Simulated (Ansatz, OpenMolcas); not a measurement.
# Computed against measured: atomisation enthalpy at 298 K

6 molecules with oxygen; the atomisation enthalpy at 298 K in kJ/mol, computed less measured. Shapes, held fixed at every level: PBE0-D4/def2-TZVP. Thermal terms are harmonic and unscaled (PBE0-D4/def2-TZVP); the spin-orbit lowering of the free atoms is taken from their spectra. Programs: Ansatz 0.2.0, OpenMolcas 26.06. Measured values: Active Thermochemical Tables, NIST-JANAF tables.

Levels: A = M06-L/cc-pVTZ; B = MP2/def2-SVP; C = CCSDT/STO-3G; D = CCSD(T)/CBS estimate.

```tsv
molecule	from tabulated heats	A	B	C	D
BOF (fluoro(oxo)borane)	1501	-16	+8	-195	-30
CO2 (carbon dioxide)	1609	+35	+18	-458	-8
N2O (SMILES N#[N+][O-])	1112	+38	-29	-650	-10
C2HO (SMILES C#C[O])	1723	+53	-39	-247	-13
HOCN (cyanic acid)	1671	+1	-49	-405	-8
C2H2O (SMILES C#CO)	2026	0	-54	-209	-8
```

Task: Sum up the errors.

Result: 
```tsv
level	kind	mean error	mean absolute error	worst case
M06-L/cc-pVTZ	meta-GGA	+18.5	23.8	C2HO
MP2/def2-SVP	perturbation theory	-24.2	32.8	C2H2O
CCSDT/STO-3G	coupled cluster or CI	-360.7	360.7	N2O
CCSD(T)/CBS estimate	coupled cluster or CI	-12.8	12.8	BOF
```

On this set CCSD(T)/CBS estimate has the smallest mean absolute error and CCSDT/STO-3G the largest. M06-L/cc-pVTZ is too high in 4 of 6; MP2/def2-SVP is too low in 4 of 6; CCSDT/STO-3G is too low in 6 of 6; CCSD(T)/CBS estimate is too low in 6 of 6. The tabulated value of BOF is in doubt (older tables, estimates, or at odds with other calculations) and kept here. Over the 5 molecules whose values aren't doubted the mean absolute errors are A 25.4; B 37.8; C 393.8; D 9.4. Rows in very small basis sets show the basis more than the method. Correlated wave functions converge slowly with the basis. T1 is large for N2O (0.022), C2HO (0.061), so single-reference values are less sure there. Spin contamination: C2HO (⟨S²⟩ up to 1.18). Open shells run unrestricted. The CBS estimate extrapolates MP2 from def2-TZVPP and def2-QZVPP and adds CCSD(T) − MP2 in the triple-zeta set, cores frozen. The set is small.
